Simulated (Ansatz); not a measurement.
# NaLi (lithium sodium) at B3LYP/cc-pVTZ

What is the vertical ionisation energy of NaLi (lithium sodium) at B3LYP/cc-pVTZ? 

The results are computed with Ansatz 0.2.0.

28 further runs of the same task are left out: 28 set aside as unsound or not needed.

### 1 Starting point

NaLi: 2 atoms, total charge 0, spin state singlet. As SMILES, `[Li][Na]`. Geometry: the measured bond length.

Bond lengths: Li1–Na2 2.810 Å.

### 2 The energy at B3LYP/cc-pVTZ

Contents of input.yaml:

```yaml
basis:
  gaussian:
    orbitals: cc-pVTZ
crystal:
  periodic: [false, false, false]
  atoms:
    - {symbol: Li, position_ang: [0.000000, 0.000000, 0.000000]}
    - {symbol: Na, position_ang: [0.000000, 0.000000, 2.810000]}
total_charge: 0
hamiltonian:
  xc: {name: B3LYP}
accuracy: high
output:
  orbitals: {seedname: orbitals}
```

The run is started by

```bash
$ ansatz run input.yaml --threads 1 --pin off --max-ram 3480MiB --events-out events.jsonl --progress --plain --runs-dir runs
```

The program printed:

```text
Warning: RAYON_NUM_THREADS=1 ignored (pool sized by the plan → 1); use --threads N
Functional definition: B3LYP
  name "B3LYP"
  parameter a0 = 0.2
  parameter ax = 0.72
  parameter ac = 0.81
  exchange = (1 - a0 - ax)*slater_x + ax*b88_x + a0*exact_x
  correlation = (1 - ac)*vwn_rpa_c + ac*lyp_c
841 factors; integrals over basis functions are off by at most 3.0e-9 eV
mean field evaluation 1: about -4620.8816 eV, gradient 3.5e0 eV
mean field evaluation 2: about -4620.9682 eV, gradient 1.5e0 eV
mean field evaluation 4: about -4620.9895 eV, gradient 2.3e-1 eV
mean field evaluation 8: about -4620.9902 eV, gradient 1.4e-3 eV
mean field evaluation 16: about -4620.9902 eV, gradient 1.1e-8 eV
mean field -4620.99020110 eV, -169.8182576708 hartree, gradient 1.1e-8 eV, S^2 0.000000; 0 other end points of the search recorded, 0 dependent functions left out
reference -4620.99022593 eV, -169.8182585833 hartree; 7, 7 occupied and 57, 57 virtual orbitals, 841 factors
Total energy: -4620.99022593 eV, -169.8182585833 hartree
```

It took 4.2 s on 1 thread of Arm Neoverse V1, shared host; peak memory 0.13 GiB.

### 3 The doublet cation at the same level

Contents of in.yaml:

```yaml
crystal:
  periodic: [false, false, false]
  atoms:
    - symbol: Li
      position_ang: [0.000000, 0.000000, 0.000000]
    - symbol: Na
      position_ang: [0.000000, 0.000000, 2.810000]
basis:
  gaussian: {orbitals: cc-pVTZ}
hamiltonian: {xc: {name: B3LYP}}
magnetization: {spin_polarized: true, initial_magnetization: 1}
total_charge: 1
output: {orbitals: {seedname: orbitals}}
accuracy: high
```

The run is started by

```bash
$ ansatz run in.yaml --threads 1 --pin off --max-ram 3480MiB --events-out events.jsonl --progress --plain --runs-dir runs
```

The program printed (excerpt; [...] marks lines left out):

```text
Warning: RAYON_NUM_THREADS=1 ignored (pool sized by the plan → 1); use --threads N
[... 7 set-up lines as earlier in the session ...]
841 factors; integrals over basis functions are off by at most 3.0e-9 eV
mean field evaluation 1: about -4615.6654 eV, gradient 1.5e0 eV
mean field evaluation 2: about -4615.6886 eV, gradient 2.6e-1 eV
mean field evaluation 4: about -4615.6891 eV, gradient 2.6e-1 eV
mean field evaluation 8: about -4615.6902 eV, gradient 9.9e-4 eV
mean field evaluation 16: about -4615.6902 eV, gradient 9.0e-8 eV
mean field -4615.69024641 eV, -169.6234879283 hartree, gradient 9.0e-8 eV, S^2 0.750012; 0 other end points of the search recorded, 0 dependent functions left out
reference -4615.69029553 eV, -169.6234897334 hartree; 7, 6 occupied and 57, 58 virtual orbitals, 841 factors
Total energy: -4615.69029553 eV, -169.6234897334 hartree
```

It took 7.2 s on 1 thread of Arm Neoverse V1, shared host; peak memory 0.19 GiB.

### 4 Summary of results

At B3LYP/cc-pVTZ:

```
                                          quantity          value
                        singlet NaLi: total energy  -169.81826 Eh
                         singlet NaLi: HOMO energy       -3.62 eV
                         singlet NaLi: LUMO energy       -1.47 eV
                       singlet NaLi: HOMO–LUMO gap        2.15 eV
                      doublet cation: total energy  -169.62349 Eh
doublet cation: HOMO energy (highest over α and β)       -9.17 eV
 doublet cation: LUMO energy (lowest over α and β)       -6.87 eV
                              doublet cation: ⟨S²⟩          0.750
vertical ionisation energy (to the doublet cation)       5.300 eV
```

**Reading.** The vertical ionisation energy comes to 5.30 eV (122 kcal/mol). −ε(HOMO) before ionisation, 3.62 eV, is 1.68 eV below this ionisation energy.
